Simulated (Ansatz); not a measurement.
Born–Oppenheimer molecular dynamics of H4OSi (6 atoms, charge 0, multiplicity 1). It starts from a relaxed structure.

Theory: RKS PBE-D4/def2-SVP (Ansatz 0.2.0).

```json
{
  "ensemble": "NVT, Nosé–Hoover chain",
  "time step": "1 fs",
  "steps asked": "250",
  "set temperature": "1000 K",
  "thermostat": "time constant 100 fs, chain length 5",
  "seed": "543821"
}
```

First frame:

```xyz
6
Properties=species:S:1:pos:R:3
Si 0.025 -0.034 0.053
H 0.134 0.117 1.552
H 1.394 0.030 -0.554
H -0.804 1.118 -0.461
O -0.603 -1.528 -0.395
H -1.494 -1.720 -0.054
```

Question: How far do the bonds stretch over the last three quarters of this one trajectory? (Pairs bonded in most of those frames.)

Answer: 
| bond | mean (Å) | spread (Å) | shortest | longest |
| --- | --- | --- | --- | --- |
| Si1–H2 | 1.532 | 0.092 | 1.36 | 1.71 |
| Si1–H3 | 1.511 | 0.025 | 1.47 | 1.56 |
| Si1–H4 | 1.521 | 0.067 | 1.40 | 1.62 |
| Si1–O5 | 1.690 | 0.065 | 1.58 | 1.80 |
| O5–H6 | 0.978 | 0.022 | 0.94 | 1.03 |

Mean temperature of the second half: 1000 K. The conserved energy stayed within 2.5 meV per atom of its start (net change 2.3 meV per atom), so the integration is sound. A run of 0.25 ps of so small a system gives no equilibrium averages.

Run time: 3.7 min on 1 thread of Arm Neoverse V1, on a shared host, peak memory 0.093 GiB.
